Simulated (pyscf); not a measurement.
PySCF, gas phase, ωB97X-D3(BJ)/def2-SVP geometries. MP2 and CC: frozen core, UHF for open shells. ΔMP2 is the change of the MP2 total energy from the triple- to the quadruple-zeta basis.

For `[ClH]` + `[OH][Si][Cl]` [singlet] → `[Cl][Si][Cl]` [singlet] + `[OH2]`, a four-centre exchange (singlet surface; Cl–H, O–Si broken, Cl–Si, H–O formed), PBE/def2-TZVP gives ΔE‡ = 15.4 kJ/mol and ΔE = +14.1 kJ/mol (zero: the separated reactants). In which direction and how far do B3LYP-D3(BJ)/def2-TZVP, M06-2X/def2-TZVP, CCSD(T)/def2-TZVPP + ΔMP2(QZVPP) move these?

B3LYP-D3(BJ): ΔE‡ = 30.6 kJ/mol, ΔE = +19.0 kJ/mol; M06-2X: ΔE‡ = 32.4 kJ/mol, ΔE = +20.6 kJ/mol; CCSD(T): ΔE‡ = 46.0 kJ/mol, ΔE = +17.3 kJ/mol. PBE's barrier lies under all of them, by 15.2 to 30.6 kJ/mol. Its reaction energy lies under all of them, by 3.3 to 6.5 kJ/mol. Low barriers are usual for a GGA, whose delocalisation error favours stretched bonds. On the product side the descent ends in an adduct with a O–Si contact, 62.9 kJ/mol under the separated species and 77.8 kJ/mol under the saddle at ωB97X-D3(BJ)/def2-TZVP. What is counted as broken (O–Si) persists as a longer contact in the product adduct; parting that adduct is a step of its own. At ωB97X-D3(BJ) the barrier from the zero used here is 29.0 kJ/mol. One saddle was located; it need not be the lowest between these sides. The CCSD(T) − MP2 part came from Ansatz, without density fitting, on the same reference.
